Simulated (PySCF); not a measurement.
A spin–spin coupling run with PySCF 2.14.0 with density-fitted response routines (density fitting, non-relativistic, gas phase) on 1,5-hexadiyne (SMILES C#CCCC#C):

```
{"job": {"kind": "j", "xc": "PBE", "basis": "pcJ-1"}, "charge": 0, "multiplicity": 1}
C      3.035028     0.169979     0.053724
C      1.841830     0.307356     0.206993
C      0.402803     0.454383     0.372092
C     -0.395894    -0.460422    -0.571933
C     -1.834934    -0.313099    -0.407231
C     -3.028178    -0.175517    -0.254499
H      4.094955     0.053903    -0.076303
H      0.115199     1.503732     0.194066
H      0.125588     0.233619     1.416102
H     -0.108534    -1.509797    -0.393671
H     -0.118405    -0.239887    -1.615921
H     -4.088158    -0.059223    -0.125103
```

Hardware: 1 thread of an Arm Neoverse V2, shared host. The job also computes field gradients.

Task: How large is the calculation?

Result: 42 electrons, 222 basis functions and 780 auxiliary functions.

Task: How long does it take?

Result: 20 s of wall time, with 14 SCF cycles. Times on a shared host scatter by some tens of per cent.

Task: And these other runs on the same molecule and hardware: spin–spin coupling at B97-2/pcJ-1; spin–spin coupling at KT2/pcJ-1; spin–spin coupling at LDA/pcJ-1; spin–spin coupling at PBE0/pcJ-1?

Result: B97-2/pcJ-1: 222 functions, 24 s; KT2/pcJ-1: 222 functions, 20 s; LDA/pcJ-1: 222 functions, 14 s; PBE0/pcJ-1: 222 functions, 26 s.
